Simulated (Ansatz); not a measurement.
The first iterations of a band of C$_{4}$H$_{6}$ (10 atoms, charge 0, multiplicity 1).

These are results of RHF/def2-SVP (Ansatz 0.2.0), not measurements.

* movable images: 9
* climbing image: yes
* spring: 5.0 eV/Å²
* optimiser: quadratic models (default)
* start path: through a guess of the saddle point
* force threshold: 0.05 eV/Å
* iteration limit: 60
* end points: relaxed

First end point:

```xyz
10
Properties=species:S:1:pos:R:3
C -1.242 0.820 -1.073
C -0.561 0.459 0.007
C 0.577 -0.469 -0.006
C 1.259 -0.830 1.073
H -0.992 0.440 -2.056
H -2.075 1.509 -1.012
H -0.843 0.863 0.974
H 0.859 -0.873 -0.973
H 1.010 -0.451 2.057
H 2.091 -1.519 1.011
```

Last end point:

```xyz
10
Properties=species:S:1:pos:R:3
C -1.096 0.733 -0.976
C -0.550 0.196 0.101
C 0.705 -0.635 0.101
C 1.797 -0.322 1.039
H -0.666 0.599 -1.963
H -1.996 1.331 -0.913
H -1.013 0.362 1.071
H 1.061 -0.837 -0.911
H 1.346 0.162 1.920
H 0.494 -1.639 0.534
```

| iteration | highest image above the first end (eV) | largest band force component (eV/Å) |
| --- | --- | --- |
| 1 | 3.997 | 11.288 |
| 2 | 3.546 | 1.901 |
| 3 | 3.549 | 2.582 |
| 4 | 3.514 | 1.294 |

Task: Does the band converge within its limit, and where does its top end?

Result: It converged. It ended after 13 iterations with the highest image 3.470 eV above the first end. A vibrational analysis at the climbing image gives one clearly imaginary mode, 877i cm⁻¹: a first-order saddle point. The orbitals stay closed-shell, which can raise the energy where a bond breaks towards radicals; this wasn't checked here.

Time of the run: 4.5 min on 1 thread of Intel(R) Xeon(R) Processor @ 2.70GHz, with other jobs on the host, peak memory 0.16 GiB.
